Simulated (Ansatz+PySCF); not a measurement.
Results of a calculation; reference values are marked as such.
This PySCF input gave a total energy of -154.80770 hartree.

```python
from pyscf import gto, scf

mol = gto.M(atom="""
C -0.002250 0.001320 -0.717910
C -0.002810 -0.001650 0.717990
C -0.007510 1.109280 -1.482410
C -0.007650 -1.110900 1.483500
H -0.008680 -0.972450 -1.221860
H 0.001210 0.969150 1.213090
H -0.002280 1.076960 -2.571760
H -0.003840 2.115710 -1.027300
H -0.006180 -1.062670 2.563250
H -0.004160 -2.104240 1.013250
""", basis='def2-svp', charge=0, spin=0)
mf = scf.RHF(mol)
mf.init_guess = '1e'
mf.kernel()
while True:  # follow internal instabilities
    mo, _, stable, _ = mf.stability(return_status=True)
    if stable: break
    mf.kernel(mf.make_rdm1(mo, mf.mo_occ))
print(mf.converged, mf.e_tot, mf.spin_square()[0])
```

Q: Write an input for Ansatz with the same method and basis set.

A:

```yaml
crystal:
  periodic: [false, false, false]
  atoms:
    - { symbol: C, position_ang: [-0.00225, 0.00132, -0.71791] }
    - { symbol: C, position_ang: [-0.00281, -0.00165, 0.71799] }
    - { symbol: C, position_ang: [-0.00751, 1.10928, -1.48241] }
    - { symbol: C, position_ang: [-0.00765, -1.1109, 1.4835] }
    - { symbol: H, position_ang: [-0.00868, -0.97245, -1.22186] }
    - { symbol: H, position_ang: [0.00121, 0.96915, 1.21309] }
    - { symbol: H, position_ang: [-0.00228, 1.07696, -2.57176] }
    - { symbol: H, position_ang: [-0.00384, 2.11571, -1.0273] }
    - { symbol: H, position_ang: [-0.00618, -1.06267, 2.56325] }
    - { symbol: H, position_ang: [-0.00416, -2.10424, 1.01325] }
basis:
  gaussian: { orbitals: def2-SVP }
hamiltonian:
  xc: hf
```

Ansatz (development build ahead of 0.2.0) gave -154.80770 hartree, 0.05 meV from the first.
